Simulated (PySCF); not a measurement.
Give a PBE0-D3(BJ)/def2-SVP geometry of InChI=1S/C3H4F2/c1-2-3(4)5/h2-3H,1H2.

Z-matrix in Å and degrees, rows numbered from 1:
```
C 
C   1  1.3302
C   2  1.4945  1  123.40
F   3  1.3499  2  111.35  1     7.12
F   3  1.3558  2  109.88  1   126.82
H   1  1.0924  2  121.27  3   179.69
H   1  1.0930  2  120.88  3    -0.41
H   2  1.0949  1  121.82  3  -179.38
H   3  1.1065  2  112.17  1  -113.83
```

Of the pairs four or more bonds apart, F4···H7 is among the closest relative to their van der Waals radii: 2.40 Å, 90 % of the sum of Bondi's values. The 2 C–C bonds span 1.330 Å (C1=C2, drawn double) to 1.495 Å (C2–C3, drawn single), a spread of 0.165 Å.

Theory: PBE0-D3(BJ)/def2-SVP geometry optimisation, gas phase (PySCF).

Point group: C1 (no symmetry element, even within 0.4 Å). Stationary, but not proved a minimum. The numbers are those of one conformer (C1–C2–C3–F4 7°).
